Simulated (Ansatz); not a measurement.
Structure relaxation of TaGa3

Level of theory: Ansatz, DFT r2SCAN, scalar-relativistic, plane waves, PAW.

The start is a database structure of TaGa3, space group I4/mmm (No. 139).

Input of the last, converged step (default PAW datasets):

```yaml
crystal:
  lattice:
    - [-1.8951682315, 1.8951682315, 4.3318811865]
    - [1.8951682315, -1.8951682315, 4.3318811865]
    - [1.8951682315, 1.8951682315, -4.3318811865]
  atoms:
    - { symbol: Ta, position: [0.0, 0.0, 0.0] }
    - { symbol: Ga, position: [0.5, 0.5, 0.0] }
    - { symbol: Ga, position: [0.75, 0.25, 0.5] }
    - { symbol: Ga, position: [0.25, 0.75, 0.5] }
basis:
  ecutwfc: 500
kpoints:
  mp_grid: { grid: [18, 18, 18] }
hamiltonian:
  xc: r2scan
scf:
  occupations: { method: gaussian, width: 0.1 }
output:
  forces: true
  stress: true
  eigenvalues: true
relax:
  adjacent_minimum: "off"
  f_tol: 0.01
  max_steps: 80
  cell: { stress_tol: 0.05 }
```

Launched as:

```bash
ansatz run input.yaml --threads 4 --pin off --max-ram 8192MiB --backend cpu --events-out ev --progress --plain --runs-dir out
```

Time: 2.5 min on 4 threads of Arm Neoverse V1, on a shared host, peak memory 1.4 GiB.

The program printed at the end:

```
SCF converged after 5 iterations
Free energy (F): -21315.937919 eV
Harris-Foulkes:  -21315.937919 eV  (|F-HF|=3.64e-12)
Internal energy: -21315.934620 eV  (E = F + TS)
E sigma→0 (E₀):  -21315.936270 eV
Entropy (-TS):   -0.003299 eV (-0.825 meV/atom)
Fermi energy:    15.412300 eV
--- Per-component energies (eV) ---
  E_band       = -104.336749
  E_kinetic    = 717.362862
  E_local      = -5397.619436  (includes V_loc(G=0)·N_el)
  E_nonlocal   = 1292.678604
  E_hartree    = 2528.551510
  E_xc         = -394.606178
  E_vxc        = -405.718892  (∫ρ·V_xc dr)
  E_paw        = -14431.177928  (= ΣΔE_a)
  E_vpaw       = -1389.338394  (= ΣTr[D̂ρ^β])
  E_aug_tail   = -0.000031  (compensation charges beyond the density's cutoff)
  E_vtau       = 21.195577  (kinetic-family band-sum trace: ∫τ·v_τ [+ j·A + Jᵃ·Aᵃ] dr)
  E_ewald      = -5628.408533
  E_core_change = -2.715490  (= ΣΔE_core)
  E_smearing   = -0.003299  (= −TS)
  E_closure    = 0.000000  (closes the sum)
  Σ components = -21315.937919   (vs F -21315.937919, Δ=0.00e0)
--- Forces (eV/Å), atoms counted from 1 ---
  atom   1  Ta     0.00000000     0.00000000     0.00000000
  atom   2  Ga     0.00000000     0.00000000     0.00000000
  atom   3  Ga     0.00000000     0.00000000     0.00000000
  atom   4  Ga     0.00000000     0.00000000     0.00000000
  max |Σ_I F_I| component: 3.92e-28 eV/Å
--- Stress (GPa, compression-positive) ---
        0.000722       0.000000       0.000000
        0.000000       0.000722       0.000000
        0.000000       0.000000       0.001008
  P = ⅓ Tr σ = 0.0008 GPa (0.008 kbar)
--- Relaxed structure (3 steps of the walk, 3 accepted, 1 SCFs on fresh bases) ---
  F+E_penalty+E_count = -21315.93791920 eV   max|allowed force component| = 1.388e-17 eV/Å   (the final SCF, on the basis selected at the relaxed cell)
  cell:  # Å, volume = 62.2184 Å³
    - [-1.894482, 1.894482, 4.333894]
    - [1.894482, -1.894482, 4.333894]
    - [1.894482, 1.894482, -4.333894]
  atoms:
    - { symbol: Ta, position: [0.000000, 0.000000, 0.000000] }
    - { symbol: Ga, position: [0.500000, 0.500000, 0.000000] }
    - { symbol: Ga, position: [0.75, 0.25, 0.500000] }
    - { symbol: Ga, position: [0.25, 0.75, 0.500000] }
```

Absolute energies hang on the potentials; compare differences alone.

The result has space group I4/mmm (No. 139). Ta is coordinated by 4 Ga at 2.68 Å and 8 Ga at 2.88 Å; around Ga on Wyckoff site b (1 atom of the primitive cell) lie 4 Ta at 2.68 Å and 8 Ga at 2.88 Å; Ga on Wyckoff site d (2 atoms of the primitive cell) has 4 Ga at 2.68 Å, 4 Ga at 2.88 Å and 4 Ta at 2.88 Å.

Against the elements it lies at -0.20 eV/atom. The zero of energy is the elements' standard structures at the same level; no fitted shifts are applied.

For metals, differences of a few meV/atom aren't resolved. Spin–orbit coupling is left out.

Symmetry constrained the relaxation, so the result can be a saddle point.